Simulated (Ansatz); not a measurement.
# CH2N (quartet): wave-function methods side by side, def2-TZVPP

An exercise on one series of results from a longer session: the logs are not shown, and one member is left open.

Program: Ansatz 0.2.0, Gaussian basis. Level of theory: def2-TZVPP, core rule «outside noble gas», up to 2 orbitals frozen. These are calculated values, not measurements.

To be run: UHF; ROHF; CCSD(T) on UHF.

2 further runs of the same task are left out: 2 set aside as unsound or not needed.

## The system

The geometry is a PBE0/def2-TZVP stationary point (not a proven minimum) of the parent state, kept for this charge and spin.

4 atoms, charge 0, spin multiplicity 4.

Atoms are counted from 1 here; the program's logs count them from 0.

Bond lengths: N1–C2 1.286 Å, N1–H3 1.022 Å, N1–H4 1.022 Å. Angles: C2–N1–H3 123.0°, C2–N1–H4 123.0°, H3–N1–H4 114.0°.

Geometry (Å):

```xyz
4
charge 0, multiplicity 4
N     0.0000    0.0000    0.5108
C     0.0000    0.0000   -0.7748
H     0.0000    0.8569    1.0670
H     0.0000   -0.8569    1.0670
```

The first run:

in.yaml reads:

```yaml
crystal:
  periodic: [false, false, false]
  atoms:
    - {symbol: N, position_ang: [0.000000, 0.000000, 0.510827]}
    - {symbol: C, position_ang: [0.000000, 0.000000, -0.774802]}
    - {symbol: H, position_ang: [0.000000, 0.856858, 1.066986]}
    - {symbol: H, position_ang: [0.000000, -0.856858, 1.066986]}
basis:
  gaussian: {orbitals: def2-TZVPP}
magnetization: {spin_polarized: true, initial_magnetization: 3}
hamiltonian: {xc: hf}
output: {orbitals: {seedname: orbitals}}
```

The run is started by

```
ansatz run in.yaml --threads 1 --pin off --events-out ev --progress --plain --max-ram 2816MiB --backend cpu
```

Steps of the session up to this table: UHF; ROHF; CCSD(T) on UHF.

One of the session's tables, all rows but one given; the rest of the session is left out.

It belongs to the step «Misses and costs». 

```
  method  from UCCSD(T) (kJ/mol)
    ROHF                       ?
     UHF                  +822.0
    UMP2                   +77.3
   UCCSD                   +27.7
UCCSD(T)                       0
```

Q: Estimate the row for ROHF from the others.

**Answer.** from UCCSD(T) (kJ/mol): +833.7. In the column «from UCCSD(T) (kJ/mol)» it is the highest.
